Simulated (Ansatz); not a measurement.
Basis-set extrapolation for `NC1(O)C=C1` (PBE0-D4/def2-TZVP geometry, frozen core, Ansatz). Multiplicity 1, RHF reference.

```
                      def2-TZVPP   def2-QZVPP
                 HF  -245.823863  -245.835243
    MP2 correlation    -0.927131    -0.992886
CCSD(T) correlation    -0.990331      not run
```

Energies in hartree. Use E(X) = E(∞) + A·exp(−7.88·√X) for Hartree–Fock and E(X) = E(∞) + B·X^(−2.97) for correlation, with X = 3 and 4, and add CCSD(T) minus MP2 of the smaller set to the MP2 limit.

Q: What is the CCSD(T) energy at the basis-set limit?

A: HF limit: -245.835243 + (-0.011380) × 0.13774 = -245.83681. MP2 limit: -0.992886 + (-0.065755) × 0.74074 = -1.04159. Higher-order term: -0.990331 − (-0.927131) = -0.06320. Total: -246.94160 hartree, 3.47 eV below CCSD(T)/def2-TZVPP.
